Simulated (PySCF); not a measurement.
PySCF input (TPSS/def2-TZVPD):

```python
from pyscf import gto, scf, dft

mol = gto.M(
    atom='''
    C     1.17178753   -0.40786818    0.00814112
    C     0.00377973    0.55379578   -0.00922938
    O    -1.19926796   -0.21360277    0.00218953
    H    -1.95146033    0.38657997   -0.00867812
    H     0.04636729    1.21437980    0.86589957
    H     0.04839412    1.18483951   -0.90579449
    H     2.11638052    0.13933088    0.00009803
    H     1.13951779   -1.03119502    0.90289190
    H     1.14154074   -1.06067865   -0.86540354
    ''',
    basis='def2-tzvpd',
    charge=0,
    spin=0,
    verbose=4,
)

mf = dft.RKS(mol, xc='tpss').density_fit(auxbasis='def2-universal-jkfit')
mf.grids.level = 3
mf.conv_tol = 1e-9
mf.max_cycle = 100
mf.max_memory = 1500
mf.kernel()
if not mf.converged:
    mf = mf.newton()
    mf.kernel(mf.make_rdm1())
mf.analyze()
```

End of the output:

```
Extra cycle  E= -155.126251879224  delta_E= -9.09e-13  |g|= 2.19e-06  |ddm|= 1.32e-05
converged SCF energy = -155.126251879224
**** SCF Summaries ****
Total Energy =                        -155.126251879223901
Nuclear Repulsion Energy =              81.781688823777898
One-electron Energy =                 -371.793586398402510
Two-electron Energy =                  134.885645695400711
Two-electron Coulomb Energy =          156.625521806167882
DFT Exchange-Correlation Energy =      -21.739876110767170
HOMO-LUMO gap [eV] =                     6.092238410891196
**** MO energy ****
MO #1   energy= -18.8814895190645  occ= 2
MO #2   energy= -10.0308925995351  occ= 2
MO #3   energy= -9.97521699184402  occ= 2
MO #4   energy= -0.951896441925623 occ= 2
MO #5   energy= -0.696126785755045 occ= 2
MO #6   energy= -0.563444514907847 occ= 2
MO #7   energy= -0.473399686506216 occ= 2
MO #8   energy= -0.423761429034155 occ= 2
MO #9   energy= -0.361441238240172 occ= 2
MO #10  energy= -0.346986889330272 occ= 2
MO #11  energy= -0.328647174389051 occ= 2
MO #12  energy= -0.293772488749639 occ= 2
MO #13  energy= -0.232212495044408 occ= 2
MO #14  energy= -0.00832686105231772 occ= 0
MO #15  energy= 0.016925209676802  occ= 0
MO #16  energy= 0.0353739415437328 occ= 0
MO #17  energy= 0.042945756864838  occ= 0
MO #18  energy= 0.0685099107323025 occ= 0
MO #19  energy= 0.082815731014022  occ= 0
MO #20  energy= 0.0954207397649987 occ= 0
MO #21  energy= 0.101981452159763  occ= 0
MO #22  energy= 0.107041678109082  occ= 0
MO #23  energy= 0.11356783959388   occ= 0
MO #24  energy= 0.12967312375279   occ= 0
MO #25  energy= 0.143366807971502  occ= 0
MO #26  energy= 0.168027333156486  occ= 0
MO #27  energy= 0.176974484311095  occ= 0
MO #28  energy= 0.187048381134434  occ= 0
MO #29  energy= 0.206032263676107  occ= 0
MO #30  energy= 0.216185698830998  occ= 0
MO #31  energy= 0.223986744787572  occ= 0
MO #32  energy= 0.23069685697235   occ= 0
MO #33  energy= 0.244627142678658  occ= 0
MO #34  energy= 0.253322766843894  occ= 0
MO #35  energy= 0.262694046431778  occ= 0
MO #36  energy= 0.271912628014586  occ= 0
MO #37  energy= 0.274783120384988  occ= 0
MO #38  energy= 0.284261777153386  occ= 0
MO #39  energy= 0.284455433898753  occ= 0
MO #40  energy= 0.288799618758505  occ= 0
MO #41  energy= 0.303450561720747  occ= 0
MO #42  energy= 0.317702538014132  occ= 0
MO #43  energy= 0.325250389716188  occ= 0
MO #44  energy= 0.327283996981367  occ= 0
MO #45  energy= 0.356852790991509  occ= 0
MO #46  energy= 0.367161980387586  occ= 0
MO #47  energy= 0.368497350672862  occ= 0
MO #48  energy= 0.393460173020521  occ= 0
MO #49  energy= 0.396340554663151  occ= 0
MO #50  energy= 0.409108990358704  occ= 0
MO #51  energy= 0.420980151136053  occ= 0
MO #52  energy= 0.433163714175021  occ= 0
MO #53  energy= 0.434993349992832  occ= 0
MO #54  energy= 0.435127227447293  occ= 0
MO #55  energy= 0.444461436883329  occ= 0
MO #56  energy= 0.454578517001683  occ= 0
MO #57  energy= 0.513894463305503  occ= 0
MO #58  energy= 0.529121217792226  occ= 0
MO #59  energy= 0.541975938349452  occ= 0
MO #60  energy= 0.583287788798077  occ= 0
MO #61  energy= 0.596259465516621  occ= 0
MO #62  energy= 0.596768942404594  occ= 0
MO #63  energy= 0.620623572278476  occ= 0
MO #64  energy= 0.637521397899002  occ= 0
MO #65  energy= 0.674541428106792  occ= 0
MO #66  energy= 0.677924088869052  occ= 0
MO #67  energy= 0.680358856417752  occ= 0
MO #68  energy= 0.682835855746217  occ= 0
MO #69  energy= 0.684736376641853  occ= 0
MO #70  energy= 0.686828574899168  occ= 0
MO #71  energy= 0.731089998957894  occ= 0
MO #72  energy= 0.742639056305542  occ= 0
MO #73  energy= 0.782852978566581  occ= 0
MO #74  energy= 0.848443401049384  occ= 0
MO #75  energy= 0.887182767492019  occ= 0
MO #76  energy= 0.904259760671285  occ= 0
MO #77  energy= 0.913922037259725  occ= 0
MO #78  energy= 0.960235428482199  occ= 0
MO #79  energy= 0.970301595018592  occ= 0
MO #80  energy= 0.992570870868541  occ= 0
MO #81  energy= 1.04522940030998   occ= 0
MO #82  energy= 1.13631857451799   occ= 0
MO #83  energy= 1.13717803557609   occ= 0
MO #84  energy= 1.16189251072288   occ= 0
MO #85  energy= 1.17522122872342   occ= 0
MO #86  energy= 1.20703414008034   occ= 0
MO #87  energy= 1.2508452646223    occ= 0
MO #88  energy= 1.32974122894339   occ= 0
MO #89  energy= 1.61066743582654   occ= 0
MO #90  energy= 1.64848133901293   occ= 0
MO #91  energy= 1.65233576589521   occ= 0
MO #92  energy= 1.68947576382513   occ= 0
MO #93  energy= 1.7216358497517    occ= 0
MO #94  energy= 1.7528329947209    occ= 0
MO #95  energy= 1.75882595173556   occ= 0
MO #96  energy= 1.77877775144897   occ= 0
MO #97  energy= 1.78449534229765   occ= 0
MO #98  energy= 1.83897131003796   occ= 0
MO #99  energy= 1.85781500177798   occ= 0
MO #100 energy= 1.86603290017198   occ= 0
MO #101 energy= 1.89649799709957   occ= 0
MO #102 energy= 1.97405491111397   occ= 0
MO #103 energy= 2.08007421155083   occ= 0
MO #104 energy= 2.09443531631006   occ= 0
MO #105 energy= 2.11757517341661   occ= 0
MO #106 energy= 2.14855417399192   occ= 0
MO #107 energy= 2.21311825805704   occ= 0
[...]
```
